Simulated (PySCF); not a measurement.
C₂H₅NO, SMILES CNC=O, point group Cs.

Level: PBE0/pcSseg-1 in PySCF (density fitting, grid level 2); geometry and Hessian at that level, cubic constants and property derivatives from steps of ±0.6 along each species' dimensionless normal coordinates, second-order vibrational perturbation theory. The parent has the commonest isotopes.

Equilibrium geometry (Å):

```json
{"atom": "C1", "x": "-1.1102", "y": "0.0064", "z": "-0.0610"}
{"atom": "N2", "x": "0.2484", "y": "-0.4571", "z": "-0.2013"}
{"atom": "C3", "x": "1.3201", "y": "0.2820", "z": "0.1719"}
{"atom": "O4", "x": "1.2726", "y": "1.3907", "z": "0.6559"}
{"atom": "H5", "x": "-1.6886", "y": "-0.6494", "z": "0.6002"}
{"atom": "H6", "x": "-1.0702", "y": "1.0057", "z": "0.3787"}
{"atom": "H7", "x": "-1.6131", "y": "0.0664", "z": "-1.0332"}
{"atom": "H8", "x": "0.4200", "y": "-1.3706", "z": "-0.5943"}
{"atom": "H9", "x": "2.2753", "y": "-0.2502", "z": "-0.0176"}
```

Question: Give the equilibrium and ground-state rotational constants (MHz) of parent; ²H at 5; ²H at 9; ²H at 5, ²H at 6, ²H at 7; ²H at 8.

Answer: 
```json
{"species": "parent", "Ae": "20071", "Be": "6168.8", "Ce": "4864.4", "A0": "19857", "B0": "6146.8", "C0": "4837.9", "Δ0 (u Å²)": "-3.206", "harmonic ZPE (cm⁻¹)": "16401"}
{"species": "²H at 5", "Ae": "19314", "Be": "5797.2", "Ce": "4651.1", "A0": "19135", "B0": "5774.4", "C0": "4624.6", "Δ0 (u Å²)": "-4.652", "harmonic ZPE (cm⁻¹)": "15701"}
{"species": "²H at 9", "Ae": "18535", "Be": "6046.3", "Ce": "4695.1", "A0": "18347", "B0": "6023.1", "C0": "4668.9", "Δ0 (u Å²)": "-3.208", "harmonic ZPE (cm⁻¹)": "15704"}
{"species": "²H at 5, ²H at 6, ²H at 7", "Ae": "17388", "Be": "5429.1", "Ce": "4366.7", "A0": "17210", "B0": "5408.6", "C0": "4344.3", "Δ0 (u Å²)": "-6.474", "harmonic ZPE (cm⁻¹)": "14264"}
{"species": "²H at 8", "Ae": "18360", "Be": "6096.5", "Ce": "4713.9", "A0": "18196", "B0": "6069.9", "C0": "4687.1", "Δ0 (u Å²)": "-3.209", "harmonic ZPE (cm⁻¹)": "15647"}
```

Δ0 = Ic − Ia − Ib from the ground-state constants.

Question: How is the parent's vibrational correction B0 − Be made up?

Answer: 
| axis | harmonic | Coriolis | cubic | total (MHz) |
| --- | --- | --- | --- | --- |
| a | 52.7 | -119 | -148 | -214 |
| b | 11.9 | -12.1 | -21.8 | -22 |
| c | 4.29 | -4.32 | -26.5 | -26.5 |

Question: And its quartic centrifugal distortion constants from the harmonic force field?

Answer: Asymmetric top, A reduction, Ir representation: ΔJ = 4.41 kHz, ΔJK = -16.5 kHz, ΔK = 74.6 kHz, δJ = 1.3 kHz, δK = -1.59 kHz.

Question: Which nuclear quadrupole couplings χaa, χbb, χcc (MHz) does the parent show, at equilibrium and averaged?

Answer: 14N at 2: 2.2, 2.5, -4.7 and 2.2, 2.4, -4.6.

A mode lies under 250 cm⁻¹, where this perturbation treatment is rough. Internal rotors are held in one well.
